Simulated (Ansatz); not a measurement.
Two structures, one formula

Two relaxed structures of CH6NSi (charge +1), singlet (PBE0-D4/def2-TZVP; forces vanish, vibrations not checked).

A:

C1  (-0.782, 0.674, -1.063)
N2  (0.295, 0.309, -0.492)
Si3  (0.438, -0.678, 1.072)
H4  (-1.740, 0.402, -0.627)
H5  (-0.758, 1.254, -1.982)
H6  (1.159, 0.597, -0.952)
H7  (-0.977, -0.896, 1.423)
H8  (1.185, 0.217, 1.972)
H9  (1.179, -1.879, 0.649)
(Å)

B:

C1  (0.477, -0.582, 0.920)
N2  (0.392, 0.199, -0.317)
Si3  (-0.952, 0.701, -1.105)
H4  (-2.253, 0.340, -0.529)
H5  (-0.767, 1.477, -2.337)
H6  (1.298, 0.441, -0.706)
H7  (-0.523, -0.811, 1.288)
H8  (1.014, -0.010, 1.677)
H9  (1.008, -1.515, 0.728)
(Å)

Program: Ansatz 0.2.0. Basis: def2-TZVPP. Cores are frozen in the correlated methods. B3LYP uses VWN-RPA correlation.

Which structure is lower at CCSD(T), and by how much? (To be estimated.)

Computed: A, by 0.227 eV (electronic energy, against the other). By their contacts, A is CH₆NSi ([CH2][NH][SiH3]), total charge +1 and B is CH₆NSi ([CH3][NH][SiH2]), total charge +1.

All methods give the same order:

```csv
method,E(B) − E(A) (eV)
PBE-D4,0.086
r2SCAN-D4,0.131
PBE0-D4,0.118
B3LYP-D4,0.168
wB97M-V,0.166
HF,0.444
MP2,0.122
CCSD,0.237
CCSD(T),0.227
```

The T1 diagnostic stays at or below 0.016.

Labels in which every atom is bracketed show which atoms are joined, not bond orders.

For scale, one of the runs: CCSD(T)/def2-TZVPP, 188 basis functions, launched by `ansatz run in.yaml --threads 2 --pin off --events-out ev --progress --plain --max-ram 4352MiB`. Time: 31 s of wall clock on 2 CPU threads of an Arm Neoverse V1; the host was shared. Peak host memory: 1.9 GiB.
